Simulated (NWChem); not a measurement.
# disulfur (S2, triplet); SMILES S=S

```xyz
2

S      0.0000     0.0000     0.9634
S      0.0000     0.0000    -0.9634
```
Atoms are numbered in this order, from 1.

Computed with NWChem. Spin-unrestricted. Geometry: optimised at B3LYP/6-31G* (spherical d), spin-unrestricted. No stability test was run on the SCF state. Level: PBE/def2-SVP with SMD (1 M gas to 1 M solution), gas-phase geometry. Reactions with the solvent are ignored.

```
solvent             dielectric constant  solvation free energy (kcal/mol)  cavity-dispersion-structure term (kcal/mol)
------------------  -------------------  --------------------------------  -------------------------------------------
water                              78.4                               [?]                                          [?]
1-octanol                          9.86                              -3.0                                         -3.0
ethyl acetate                      5.99                              -3.0                                         -3.0
dimethyl sulfoxide                 46.8                              -2.3                                         -2.2
acetonitrile                       35.7                              -2.7                                         -2.6
1,4-dioxane                        2.21                              -2.7                                         -2.7
n-hexane                           1.88                              -3.2                                         -3.2
```

Problem. What belongs in the gaps?

Solution. 
- water, solvation free energy (kcal/mol): -0.9
- water, cavity-dispersion-structure term (kcal/mol): -0.8
